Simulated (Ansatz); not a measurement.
Structure relaxation of Sn₃Sb₂

Theory: Ansatz 0.2.0, DFT PBE, scalar-relativistic, plane waves, PAW. Cutoff 420 eV, Γ-centred k mesh, Gaussian smearing, no spin polarisation in the final step.

The start puts Sn₃Sb₂ on the anti-tetradymite structure type (R-3m, No. 166), with Sb in place of Bi, Sn in place of Te, at a guessed volume.

```
Sn Sb
1.0
     2.03227    1.17333    9.42060
    -2.03227    1.17333    9.42060
     0.00000   -2.34666    9.42060
Sn Sb
3 2
Direct
  0.00000 0.00000 0.00000
  0.20950 0.20950 0.20950
  0.79050 0.79050 0.79050
  0.40000 0.40000 0.40000
  0.60000 0.60000 0.60000
```

Cell and atoms relax at zero pressure; the relaxation can't lower the symmetry of the start. After a coarse first stage the cell is made exact in the group found at 0.06 Å.

Formation energies are uncorrected and refer to the elements' standard structures at the same level.

Question: Describe the relaxed structure.

Answer: It keeps R-3m (No. 166). The result has the tetradymite structure. Conventional cell: a = 4.430 Å, c = 26.792 Å. Around Sn on Wyckoff site a (1 atom of the primitive cell) lie 6 Sb at 3.15 Å; around Sn on Wyckoff site c (2 atoms of the primitive cell) lie 3 Sb at 3.02 Å and 3 Sn at 3.27 Å; around Sb lie 6 Sn at 3.02–3.15 Å.

```xyz
5
Lattice="2.2149 1.2788 8.9307 -2.2149 1.2788 8.9307 0.0000 -2.5575 8.9307" Properties=species:S:1:pos:R:3 pbc="T T T"
Sn    0.0000    0.0000    0.0000
Sn    0.0000    0.0000    5.4844
Sn    0.0000    0.0000   21.3079
Sb    0.0000    0.0000   10.7716
Sb    0.0000    0.0000   16.0206
```

Question: What are its volume, energy, density and gap?

Answer: The volume per atom is 30.35 Å³ and the density is 6.56 g/cm³. The energy over the elements is 0.00 eV/atom. The gap on the 12×12×12 mesh is 0 eV (a metal).

The final run used a 12×12×12 mesh on its 5-atom cell and 0.10 eV smearing. The k mesh leaves about 4 meV/atom of noise in metals. Spin–orbit coupling is left out. A structure relaxed within its symmetry needn't be a true minimum.

Cost: 3 runs of about 6.6 core-minutes in all, on Intel Xeon Platinum 8375C (Ice Lake) (shared hosts).